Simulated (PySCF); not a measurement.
Species: fluorine oxoborane, BFO.
Geometry (PBE0-D3(BJ)/def2-SVP, Å), atoms numbered from 1 in this order:
```
atom  x, y, z in Å
O1    -1.228    0.112    0.009
B2    -0.024    0.071   -0.014
F3     1.258    0.025   -0.040
```

Computed with core-valence-separated Tamm–Dancoff BHandHLYP/aug-pcX-1 in PySCF, non-relativistic, gas phase, PBE0-D3(BJ)/def2-SVP geometry. The energies are unshifted.

The lowest roots of each edge with f over 0.003 (five at most, numbered afresh; weaker and dark ones are left out), with transition dipoles (au) in the frame of the coordinates:

| root | edge | E (eV) | f | μx | μy | μz |
| --- | --- | --- | --- | --- | --- | --- |
| 1 | O | 531.59 | 0.0104 | 0.0281 | 0.0034 | -0.0001 |
| 2 | O | 531.63 | 0.0393 | -0.0008 | 0.0058 | -0.0546 |
| 3 | O | 531.63 | 0.0391 | -0.0003 | 0.0545 | 0.0058 |
| 4 | O | 534.70 | 0.0036 | 0.0164 | -0.0006 | -0.0003 |
| 5 | O | 535.82 | 0.0100 | 0.0276 | -0.0009 | -0.0005 |
| 6 | F | 686.34 | 0.0123 | -0.0271 | 0.0010 | 0.0005 |
| 7 | F | 687.99 | 0.0204 | 0.0006 | -0.0025 | 0.0347 |
| 8 | F | 687.99 | 0.0204 | 0.0013 | 0.0346 | 0.0025 |
| 9 | F | 689.55 | 0.0120 | -0.0267 | 0.0009 | 0.0005 |
| 10 | F | 691.21 | 0.0046 | 0.0165 | -0.0005 | -0.0003 |
| 11 | B | 190.93 | 0.0043 | 0.0302 | 0.0008 | -0.0004 |
| 12 | B | 191.24 | 0.0889 | 0.0022 | -0.0139 | 0.1370 |
| 13 | B | 191.24 | 0.0888 | 0.0047 | 0.1370 | 0.0139 |
| 14 | B | 194.73 | 0.0105 | -0.0017 | -0.0467 | -0.0038 |
| 15 | B | 194.73 | 0.0105 | -0.0008 | 0.0038 | -0.0467 |

What is the unit vector of the molecular axis, and which share of each root's |μ|² lies along it?

(1.00, -0.04, -0.02), up to sign.

```csv
root,core hole on,share along it,final orbital
1,O1,0.98,σ
2,O1,0.00,π
3,O1,0.00,π
4,O1,1.00,σ
5,O1,1.00,σ
6,F3,1.00,σ
7,F3,0.00,π
8,F3,0.00,π
9,F3,1.00,σ
10,F3,1.00,σ
11,B2,1.00,σ
12,B2,0.00,π
13,B2,0.00,π
14,B2,0.00,π
15,B2,0.00,π
```

The 1s orbitals are σ, so light polarised along the axis reaches σ orbitals and light across it π orbitals.

For fixed molecules, how does the intensity of root 1 change when the electric field is turned 30° away from the molecular axis?

Intensity goes as (E·μ)², and μ lies along that direction, so it falls to cos²30° = 0.75 of its maximum; it vanishes at 90°.

Molecules are fixed in this frame and the field points along x. What effective strengths 3 f cos²θ do the roots have (θ between field and μ)?

root 1 (O1): 0.031, root 2 (O1): 0.000, root 3 (O1): 0.000, root 4 (O1): 0.011, root 5 (O1): 0.030, root 6 (F3): 0.037, root 7 (F3): 0.000, root 8 (F3): 0.000, root 9 (F3): 0.036, root 10 (F3): 0.014, root 11 (B2): 0.013, root 12 (B2): 0.000, root 13 (B2): 0.000, root 14 (B2): 0.000, root 15 (B2): 0.000. Averaged over all orientations cos²θ is 1/3, which gives f back. For degenerate partners only the sum has meaning, as the program may mix them freely.

